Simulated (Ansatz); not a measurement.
Two structures of SiNH6F, singlet, reached by relaxing down either side of one saddle point (PBE0-D4/def2-TZVP). Energies are electronic, without zero-point energy. Program: Ansatz 0.2.0. Basis: def2-TZVPP and def2-QZVPP. Cores are frozen in the correlated methods. Extrapolation: Hartree–Fock as exp(−7.88 √X), correlation as X^−2.97. First:

Si1  (-1.006, 0.397, -0.276)
N2  (0.231, -0.691, 0.325)
H3  (-0.696, 0.660, -1.700)
H4  (-2.382, -0.162, -0.173)
H5  (-0.925, 1.634, 0.534)
H6  (1.722, 0.086, 0.139)
F7  (2.550, 0.546, 0.024)
H8  (0.176, -0.908, 1.312)
H9  (0.330, -1.561, -0.185)
(Å)

Second:

Si1  (-0.599, 1.168, -0.300)
N2  (0.579, -1.316, 0.280)
H3  (-0.302, 0.548, -1.609)
H4  (-1.603, 0.424, 0.491)
H5  (-1.154, 2.527, -0.563)
H6  (1.543, -1.225, -0.016)
F7  (0.735, 1.466, 0.544)
H8  (0.585, -1.418, 1.288)
H9  (0.214, -2.174, -0.114)
(Å)

(1) Which bonds change from the first to the second?

(2) Give the saddle point's structure and its height above each. (To be estimated.)

T1 diagnostic: at most 0.012.

Answers

(1) SiNH₅ ([NH2][SiH3]) + HF → SiH₃F ([F][SiH3]) + NH₃; bonds formed: Si1–F7, N2–H6; bonds broken: Si1–N2, H6–F7.

(2) By the calculation: 0.782 eV above the first and 1.370 eV above the second (CCSD(T) at an estimated basis limit (MP2 extrapolated from triple and quadruple zeta, plus CCSD(T) − MP2 in triple zeta)).
Si1  (-0.590, 0.550, -0.300)
N2  (0.353, -0.878, 0.419)
H3  (-0.393, 0.689, -1.756)
H4  (-1.983, -0.016, -0.197)
H5  (-0.636, 1.717, 0.602)
H6  (1.279, -0.196, 0.216)
F7  (1.517, 0.948, -0.257)
H8  (0.149, -1.078, 1.390)
H9  (0.303, -1.736, -0.117)
(Å)

Steps of this kind, hydrogen fluoride cutting a network bond, underlie vapour etching and the fluorination step of atomic layer etching.

Labels in which every atom is bracketed show which atoms are joined, not bond orders.

For scale, one of the runs: CCSD(T)/def2-TZVPP, 188 basis functions (an equivalent command: `ansatz run in.yaml --threads 2`). Hardware: 2 CPU threads, shared host. Wall time 45 s; peak host memory 2 GiB.
